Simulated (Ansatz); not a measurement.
A nudged elastic band was laid between two geometries of CH$_{4}$NSi (7 atoms, charge -1, multiplicity 1).

The calculation used RKS PBE0-D4/def2-SVP in Ansatz.

```
movable images  : 5
climbing image  : yes
spring          : 0.5 eV/Å²
optimiser       : quadratic models (default)
start path      : IDPP
force threshold : 0.05 eV/Å
iteration limit : 60
end points      : relaxed
```

First end point:

```xyz
7
Properties=species:S:1:pos:R:3
C -1.182 -0.910 -0.948
Si -0.274 0.355 -0.256
N 1.251 -0.010 0.614
H -2.060 -0.575 -1.541
H -0.316 1.882 -0.075
H 1.220 0.282 1.591
H 1.361 -1.025 0.615
```

Last end point:

```xyz
7
Properties=species:S:1:pos:R:3
C -1.524 -0.778 -0.440
Si -0.256 0.348 -0.282
N 1.046 0.067 0.918
H -2.329 -0.474 -1.145
H 0.237 1.673 -0.891
H 0.860 -0.836 1.356
H 1.967 -0.001 0.485
```

(1) Which bonds break or form, and what moves?

(2) What energy profile does the band end with?

(3) What is the geometry of the highest image?

The band took 7 iterations and about 60 core-seconds.

## Answers

(1) No bond is made or broken. The dihedral H5–Si2–N3–H7 goes from 176 to -59°. The two ends are copies of one structure, up to a mirror image or an exchange of like atoms.

(2) The forces met the threshold. The highest image is number 3 of 0 to 6, 6.3 kJ/mol above the ends, which have the same energy within 2 meV. Another band between the same ends (5 images) ends at a top of the same energy, where a vibrational analysis finds 1 clearly imaginary mode. Limits of this set-up: an anion without diffuse functions, the dipole of an ion depends on the origin.

| image | path coordinate (Å) | energy (kJ/mol) | dihedral H5–Si2–N3–H7 (°) |
| --- | --- | --- | --- |
| 0 | 0.00 | 0.0 | 176 |
| 1 | 0.38 | 1.6 | -165 |
| 2 | 0.77 | 4.7 | -145 |
| 3 | 1.16 | 6.3 | -125 |
| 4 | 1.55 | 4.8 | -103 |
| 5 | 1.94 | 1.7 | -82 |
| 6 | 2.33 | 0.0 | -59 |

(3) 
```xyz
7
Properties=species:S:1:pos:R:3
C -1.412 -0.838 -0.512
Si -0.228 0.377 -0.285
N 1.253 0.080 0.714
H -2.252 -0.480 -1.154
H -0.030 1.826 -0.736
H 0.947 -0.222 1.640
H 1.723 -0.743 0.334
```

Run time: 59 s on 1 thread of Arm Neoverse V2, with other jobs on the host, peak memory 0.12 GiB.
